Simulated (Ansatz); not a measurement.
Relaxation of BFH₃ (5 atoms, charge 0, multiplicity 2), to a largest force component of 0.03 eV/Å in at most 50 steps.

Computed with UKS r2SCAN-D4/6-31G* (Ansatz 0.2.0).

```xyz
5
Properties=species:S:1:pos:R:3:forces:R:3
B 0.000 0.000 -0.088 0.00 0.00 -0.35
H 0.000 0.000 1.112 0.00 0.00 0.49
H 1.051 0.000 -0.668 -0.12 0.00 0.09
H -1.051 0.000 -0.668 0.12 0.00 0.09
F 0.000 0.000 3.221 0.00 0.00 -0.32
```

Question: Where does it end, and by what steps?

Answer: The forces met the threshold. After 11 steps the energy has fallen by 0.985 eV; H2 moved furthest, 0.66 Å. Parted: B1–H2 (1.20 → 1.99 Å). Joined: H2–F5 (2.11 → 0.96 Å).

| step | energy less start (eV) | largest force component (eV/Å) | accepted |
| --- | --- | --- | --- |
| 0 | 0.0000 | 0.493 | yes |
| 1 | -0.0468 | 0.515 | yes |
| 2 | -0.1164 | 0.650 | yes |
| 3 | -0.2678 | 0.767 | yes |
| 4 | -0.4789 | 1.277 | yes |
| 5 | -0.5267 | 1.300 | yes |
| 6 | -0.6551 | 3.122 | yes |
| 7 | -0.9149 | 1.190 | yes |
| 8 | -0.9192 | 2.401 | yes |
| 9 | -0.9734 | 0.486 | yes |
| 10 | -0.9836 | 0.120 | yes |
| 11 | -0.9846 | 0.008 | yes |

```xyz
5
Properties=species:S:1:pos:R:3
B 0.000 0.000 -0.211
H 0.000 0.000 1.774
H 1.088 0.000 -0.691
H -1.088 0.000 -0.691
F 0.000 0.000 2.729
```

Whether the end is a true minimum wasn't checked by a vibrational analysis.

The run took 8.1 s on 1 thread of AMD EPYC 9R45 96-Core Processor (Zen 5), on a shared host, peak memory 0.15 GiB.
